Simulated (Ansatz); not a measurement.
# SiH2MeEt (C3H10Si): the relaxed shape and its frontier levels

What does SiH2MeEt (C3H10Si) look like as a singlet, and where do its frontier electrons sit?

Program: Ansatz 0.2.0, Gaussian basis. Level of theory: RKS PBE0-D4/def2-TZVP. These are calculated values, not measurements.

Plan: relaxation at PBE-D4/def2-SVP; a search for the lowest solution at PBE0-D4/def2-SVP; a single point at PBE0-D4/def2-TZVP.

**1. Where the work starts**

14 atoms, charge 0, spin multiplicity 1.

Atoms are counted from 1 here; the program's logs count them from 0.

Bond lengths: Si1–H2 1.470 Å, Si1–H3 1.470 Å, Si1–C4 1.898 Å, Si1–C8 1.905 Å, C4–H5 1.086 Å, C4–H6 1.086 Å, C4–H7 1.085 Å, C8–C9 1.524 Å, C8–H10 1.092 Å, C8–H11 1.092 Å, C9–H12 1.089 Å, C9–H13 1.088 Å, C9–H14 1.088 Å. Angles: H2–Si1–H3 108.9°, H2–Si1–C4 109.8°, H2–Si1–C8 109.5°, H3–Si1–C4 109.7°, H3–Si1–C8 109.6°, C4–Si1–C8 109.2°, Si1–C4–H5 111.6°, Si1–C4–H6 111.5°, Si1–C4–H7 110.9°, H5–C4–H6 107.6°, H5–C4–H7 107.5°, H6–C4–H7 107.5°, Si1–C8–C9 112.9°, Si1–C8–H10 109.9°, Si1–C8–H11 109.9°, C9–C8–H10 108.8°, C9–C8–H11 108.9°, H10–C8–H11 106.2° and more.

As a file:

```mol
C3H10Si
  3D, bonds by distance, orders not assigned

 14 13  0  0  0  0  0  0  0  0999 V2000
    0.4801    0.7121    0.3665 Si  0  0
    0.5037    0.6988    1.8365 H   0  0
    1.8622    0.7425   -0.1319 H   0  0
   -0.4556    2.2445   -0.2485 C   0  0
   -1.4827    2.2544    0.1047 H   0  0
   -0.4814    2.2864   -1.3337 H   0  0
    0.0198    3.1547    0.1027 H   0  0
   -0.3948   -0.8553   -0.2707 C   0  0
    0.3227   -2.1390    0.1292 C   0  0
   -0.4747   -0.8204   -1.3593 H   0  0
   -1.4181   -0.8898    0.1094 H   0  0
   -0.2048   -3.0158   -0.2445 H   0  0
    1.3336   -2.1541   -0.2723 H   0  0
    0.3899   -2.2189    1.2120 H   0  0
  1  2  8  0
  1  3  8  0
  1  4  8  0
  1  8  8  0
  4  5  8  0
  4  6  8  0
  4  7  8  0
  8  9  8  0
  8 10  8  0
  8 11  8  0
  9 12  8  0
  9 13  8  0
  9 14  8  0
M  END
```

The start is a GFN2-xTB geometry.

**2. Relaxation at PBE-D4/def2-SVP**

in.yaml

```yaml
crystal:
  periodic: [false, false, false]
  atoms:
    - {symbol: Si, position_ang: [0.480140, 0.712100, 0.366520]}
    - {symbol: H, position_ang: [0.503720, 0.698770, 1.836460]}
    - {symbol: H, position_ang: [1.862210, 0.742480, -0.131910]}
    - {symbol: C, position_ang: [-0.455560, 2.244530, -0.248500]}
    - {symbol: H, position_ang: [-1.482730, 2.254400, 0.104690]}
    - {symbol: H, position_ang: [-0.481350, 2.286380, -1.333680]}
    - {symbol: H, position_ang: [0.019790, 3.154750, 0.102700]}
    - {symbol: C, position_ang: [-0.394820, -0.855270, -0.270700]}
    - {symbol: C, position_ang: [0.322730, -2.139030, 0.129210]}
    - {symbol: H, position_ang: [-0.474730, -0.820440, -1.359330]}
    - {symbol: H, position_ang: [-1.418100, -0.889750, 0.109390]}
    - {symbol: H, position_ang: [-0.204780, -3.015850, -0.244480]}
    - {symbol: H, position_ang: [1.333560, -2.154140, -0.272310]}
    - {symbol: H, position_ang: [0.389890, -2.218920, 1.211950]}
basis:
  gaussian: {orbitals: def2-SVP}
hamiltonian: {xc: pbe, dispersion: d4}
scf: {lower_state_search: "off"}
output: {orbitals: {seedname: orbitals}}
relax: {f_tol: 0.02, max_steps: 100}
```

Launch:

```bash
$ ansatz run in.yaml --threads 4 --pin off --events-out ev --progress --plain --max-ram 3916MiB
```

Further steps of the session: Searching for the lowest solution, PBE0-D4/def2-SVP; Single point, PBE0-D4/def2-TZVP.

Q: Predict the results of all the runs planned. Wanted: point group; commonest bond, hydrogen aside; HOMO, LUMO at PBE0-D4/def2-TZVP; dipole at PBE-D4/def2-SVP.

The runs gave:

| quantity | value |
| --- | --- |
| point group | Cs |
| commonest bond, hydrogen aside | C–Si, 2 of mean length 1.896 Å |
| HOMO, LUMO at PBE0-D4/def2-TZVP | -8.20, 0.89 eV |
| dipole at PBE-D4/def2-SVP | 0.85 D |

**Reading.** The molecule keeps its bonding pattern by the stored test; the atoms moved 0.04 Å (rms). No usable vibrations, so a minimum isn't proven. The point group is read from a loosely relaxed geometry; soft torsions can leave it below the true symmetry.
